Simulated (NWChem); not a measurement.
System: phosphine (PH$_{3}$); SMILES P

Here is an NWChem input.

```
start job
memory heap 200 mb stack 900 mb global 1100 mb
geometry units angstroms noautosym nocenter noautoz
  P      0.000000     0.000000     0.133607
  H      0.402764    -1.119327    -0.642141
  H     -1.170747     0.210859    -0.642141
  H      0.767983     0.908467    -0.642141
end
basis spherical
  P library def2-svp
  H library def2-svp
end
dft
  xc xwpbe 1.00 cpbe96 1.0 hfexch 1.00
  cam 0.8 cam_alpha 0.0 cam_beta 1.0
  iterations 150
  vectors input atomic output neutral.movecs
end
task dft energy
charge 1
dft
  odft
  mult 2
  vectors input atomic output cation.movecs
end
task dft energy
```

Output (shortened):

```
             Northwest Computational Chemistry Package (NWChem) 7.3.0
             --------------------------------------------------------

                             Geometry "geometry" -> ""
                             -------------------------

 Output coordinates in angstroms (scale by  1.889725989 to convert to a.u.)

  No.       Tag          Charge          X              Y              Z
 ---- ---------------- ---------- -------------- -------------- --------------
    1 P                   15.0000     0.00000000     0.00000000     0.13360700
    2 H                    1.0000     0.40276400    -1.11932700    -0.64214100
    3 H                    1.0000    -1.17074700     0.21085900    -0.64214100
    4 H                    1.0000     0.76798300     0.90846700    -0.64214100

 Effective nuclear repulsion energy (a.u.)      17.5381302066

  pbe96 is a nonlocal functional; adding pw91lda local functional.

                                 NWChem DFT Module
                                 -----------------

 Summary of "ao basis" -> "ao basis" (spherical)
 ------------------------------------------------------------------------------
       Tag                 Description            Shells   Functions and Types
 ---------------- ------------------------------  ------  ---------------------
 P                          def2-svp                 8       18   4s3p1d
 H                          def2-svp                 3        5   2s1p

            General Information
            -------------------
          SCF calculation type: DFT
          Wavefunction type:  closed shell.
          No. of atoms     :     4
          No. of electrons :    18
           Alpha electrons :     9
            Beta electrons :     9
          Charge           :     0
          Spin multiplicity:     1
          Use of symmetry is: off; symmetry adaption is: off
          Maximum number of iterations: 150
          AO basis - number of functions:    33
                     number of shells:    17
          Convergence on energy requested:  1.00D-06
          Convergence on density requested:  1.00D-05
          Convergence on gradient requested:  5.00D-04

              XC Information
              --------------
                     Hartree-Fock (Exact) Exchange  1.000
                     LC-wPBE(h)Exchange Functional  1.000
            Perdew 1991 LDA Correlation Functional  1.000 local
           PerdewBurkeErnz. Correlation Functional  1.000 non-local

           Range-Separation Parameters
           ---------------------------
           Alpha           :  0.00
           Beta            :  1.00
           Gamma           :  0.80
           Short-Range HF  :     F

             Grid Information
             ----------------
          Grid used for XC integration:  medium
          Radial quadrature: Mura-Knowles
          Angular quadrature: Lebedev.
          Tag              B.-S. Rad. Rad. Pts. Rad. Cut. Ang. Pts.
          ---              ---------- --------- --------- ---------
          P                   1.00       88           7.0       590
          H                   0.35       45           7.0       434
          Grid pruning is: on
          Number of quadrature shells:   223
          Spatial weights used:  Erf1

      Superposition of Atomic Density Guess
      -------------------------------------

 Sum of atomic energies:        -342.03549735

      Non-variational initial energy
      ------------------------------

 Total energy =    -342.245106
 1-e energy   =    -507.334048
 2-e energy   =     147.550812
 HOMO         =      -0.308612
 LUMO         =       0.108420

   convergence    iter        energy       DeltaE   RMS-Dens  Diis-err
 ---------------- ----- ----------------- --------- --------- ---------
 d= 0,ls=0.0,diis     1   -342.9443497253 -3.60D+02  7.59D-03  1.03D-01
 d= 0,ls=0.0,diis     2   -342.9585380637 -1.42D-02  1.76D-03  3.00D-03
 d= 0,ls=0.0,diis     3   -342.9593975833 -8.60D-04  7.63D-04  2.21D-04
 d= 0,ls=0.0,diis     4   -342.9594900625 -9.25D-05  1.99D-04  8.21D-06
 d= 0,ls=0.0,diis     5   -342.9594938251 -3.76D-06  3.99D-05  2.34D-07
 d= 0,ls=0.0,diis     6   -342.9594939402 -1.15D-07  5.96D-06  5.15D-09

         Total DFT energy =     -342.959493940204
      One electron energy =     -508.269230411366
           Coulomb energy =      172.014811517387
    Exchange-Corr. energy =      -24.243205252847
 Nuclear repulsion energy =       17.538130206622

 Numeric. integr. density =       17.999994901708

                       DFT Final Molecular Orbital Analysis
                       ------------------------------------

 Vector    7  Occ=2.000000D+00  E=-5.415571D-01
              MO Center=  1.5D-01, -3.2D-01, -3.4D-01, r^2= 1.7D+00
   Bfn.  Coefficient  Atom+Function         Bfn.  Coefficient  Atom+Function
  ----- ------------  ---------------      ----- ------------  ---------------
    19      0.368849  2 H  s                  9     -0.306262  1 P  py
    12     -0.258923  1 P  py                29     -0.198221  4 H  s
    20      0.186441  2 H  s                  6      0.176846  1 P  py
    24     -0.170626  3 H  s                 30     -0.100195  4 H  s
     8      0.095489  1 P  px                25     -0.086247  3 H  s

 Vector    8  Occ=2.000000D+00  E=-5.415569D-01
              MO Center= -1.5D-01,  3.2D-01, -3.4D-01, r^2= 1.7D+00
   Bfn.  Coefficient  Atom+Function         Bfn.  Coefficient  Atom+Function
  ----- ------------  ---------------      ----- ------------  ---------------
    24     -0.327398  3 H  s                 29      0.311466  4 H  s
     8      0.306262  1 P  px                11      0.258923  1 P  px
     5     -0.176846  1 P  px                25     -0.165490  3 H  s
    30      0.157436  4 H  s                  9      0.095488  1 P  py
    12      0.080729  1 P  py                17      0.069346  1 P  d  1

 Vector    9  Occ=2.000000D+00  E=-4.161218D-01
              MO Center= -5.1D-07,  5.0D-07,  3.8D-01, r^2= 1.7D+00
   Bfn.  Coefficient  Atom+Function         Bfn.  Coefficient  Atom+Function
  ----- ------------  ---------------      ----- ------------  ---------------
    13      0.476108  1 P  pz                10      0.371329  1 P  pz
     3      0.328458  1 P  s                  4      0.329907  1 P  s
     2      0.211386  1 P  s                  7     -0.212227  1 P  pz
    19     -0.132882  2 H  s                 24     -0.132884  3 H  s
    29     -0.132884  4 H  s                 20     -0.085454  2 H  s

 Vector   10  Occ=0.000000D+00  E= 1.470721D-01
              MO Center=  4.8D-03, -1.8D-01, -1.3D-01, r^2= 3.3D+00
   Bfn.  Coefficient  Atom+Function         Bfn.  Coefficient  Atom+Function
  ----- ------------  ---------------      ----- ------------  ---------------
    20      1.113387  2 H  s                 12      1.061885  1 P  py
    25     -0.711971  3 H  s                 11     -0.587119  1 P  px
    30     -0.401420  4 H  s                 19      0.237600  2 H  s
     9      0.190279  1 P  py                24     -0.151936  3 H  s
     6     -0.132406  1 P  py                 8     -0.105206  1 P  px

 Vector   11  Occ=0.000000D+00  E= 1.470723D-01
              MO Center= -4.8D-03,  1.8D-01, -1.3D-01, r^2= 3.3D+00
   Bfn.  Coefficient  Atom+Function         Bfn.  Coefficient  Atom+Function
  ----- ------------  ---------------      ----- ------------  ---------------
    11      1.061886  1 P  px                30     -1.053873  4 H  s
    25      0.874573  3 H  s                 12      0.587119  1 P  py
    29     -0.224899  4 H  s                  8      0.190279  1 P  px
    24      0.186637  3 H  s                 20      0.179295  2 H  s
     5     -0.132406  1 P  px                 9      0.105206  1 P  py

 Vector   12  Occ=0.000000D+00  E= 1.704326D-01
              MO Center=  3.3D-07, -3.4D-06, -8.0D-01, r^2= 4.4D+00
   Bfn.  Coefficient  Atom+Function         Bfn.  Coefficient  Atom+Function
  ----- ------------  ---------------      ----- ------------  ---------------
     4      1.950910  1 P  s                 20     -1.193796  2 H  s
    25     -1.193793  3 H  s                 30     -1.193791  4 H  s
    13     -1.131736  1 P  pz                 3      0.383371  1 P  s
     2      0.256109  1 P  s                 10     -0.135364  1 P  pz
     7      0.098039  1 P  pz                 1      0.038247  1 P  s

     Multipole analysis of the density
     ---------------------------------

     L   x y z        total         alpha         beta         nuclear
     -   - - -        -----         -----         ----         -------
     0   0 0 0     -0.000000     -9.000000     -9.000000     18.000000

     1   1 0 0      0.000002      0.000001      0.000001      0.000000
     1   0 1 0     -0.000002      0.000000      0.000000     -0.000002
     1   0 0 1     -0.378282     -0.262540     -0.262540      0.146798

     2   2 0 0    -10.829546     -9.204860     -9.204860      7.580174
     2   1 1 0     -0.000000     -0.000000     -0.000000      0.000000
     2   1 0 1     -0.000001     -0.000001     -0.000001      0.000000
     2   0 2 0    -10.829542     -9.204861     -9.204861      7.580179
     2   0 1 1      0.000002     -0.000000     -0.000000      0.000002
     2   0 0 2    -12.420845     -8.897287     -8.897287      5.373729

                                 NWChem DFT Module
                                 -----------------

[...]
```

Level: LC-wPBE (HJS exchange hole, range parameter 0.8 per bohr)/def2-SVP, vertical spin-unrestricted ions. Structure relaxed at the PBE0-D3(BJ)/def2-TZVP level.
